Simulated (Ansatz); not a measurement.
Input file:

```yaml
crystal:
  periodic: [false, false, false]
  atoms:
    - {symbol: Ge, position_ang: [0.000000, 0.000000, 2.125993]}
    - {symbol: Al, position_ang: [0.000000, 0.000000, -0.262451]}
    - {symbol: H, position_ang: [0.000000, 0.000000, -1.863543]}
basis:
  gaussian: {orbitals: cc-pVDZ}
total_charge: 1
magnetization: {spin_polarized: false, initial_magnetization: 3}
correlation: {method: bccd_t, electrons: outside_noble_gas}
```

```sh
$ ansatz run in.yaml --threads 1 --pin off --events-out ev --progress --plain --max-ram 2393MiB
```

(1) Roughly how long does this take on 1 thread of Arm Neoverse V1, shared host, and how much host memory?

```
553 factors; integrals over basis functions are off by at most 1.0e-3 eV
mean field evaluation 1: about -63062.1603 eV, gradient 6.5e0 eV
mean field evaluation 2: about -63062.1643 eV, gradient 6.5e0 eV
mean field evaluation 4: about -63062.8867 eV, gradient 1.2e0 eV
mean field evaluation 8: about -63062.9323 eV, gradient 2.2e-1 eV
mean field evaluation 16: about -63062.7558 eV, gradient 2.4e0 eV
mean field evaluation 32: about -63059.8163 eV, gradient 4.6e-3 eV
mean field evaluation 64: about -63059.0988 eV, gradient 7.3e-1 eV
mean field evaluation 96: about -63059.8163 eV, gradient 3.6e-2 eV
mean field -63062.93701897 eV, -2317.5201898533 hartree, gradient 2.4e-6 eV, S^2 3.750000; 1 other end points of the search recorded, 0 dependent functions left out
determinant -63062.93701897 eV, -2317.5201898533 hartree, with singles and doubles -63066.02786726 eV, -2317.6337764327 hartree
determinant -63059.81632593 eV, -2317.4055064993 hartree, with singles and doubles -63062.86639175 eV, -2317.5175943505 hartree
19 core orbitals not correlated: weight in the atoms' cores, before any rotation towards them, 1.000 or more for the frozen orbitals, at most 0.000 for the correlated occupied ones
reference -63062.93701897 eV, -2317.5201898533 hartree; 5, 2 occupied and 26, 29 virtual orbitals, 553 factors
second order -2.36909910 eV of doubles, -0.02920034 eV of singles
cycle   1  -3.09359368 eV  change   -2.7e-3 eV  update   9.4e-3
cycle   2  -3.08993479 eV  change    3.7e-3 eV  update   4.1e-3
cycle   3  -3.08864866 eV  change    1.3e-3 eV  update   2.6e-3
cycle   4  -3.08926501 eV  change   -6.2e-4 eV  update   1.2e-3
cycle   5  -3.08965611 eV  change   -3.9e-4 eV  update   4.6e-4
cycle   6  -3.08971698 eV  change   -6.1e-5 eV  update   1.6e-4
cycle   7  -3.08975324 eV  change   -3.6e-5 eV  update   6.1e-5
cycle   8  -3.08975776 eV  change   -4.5e-6 eV  update   2.4e-5
cycle   9  -3.08975682 eV  change    9.4e-7 eV  update   9.4e-6
cycle  10  -3.08975629 eV  change    5.3e-7 eV  update   2.6e-6
perturbative correction -0.11388261 eV, -0.0041851086 hartree
Total energy: -63066.14065787 eV, -2317.6379214112 hartree
```

Results:

(1) 2.4 s wall and 0.17 GiB.
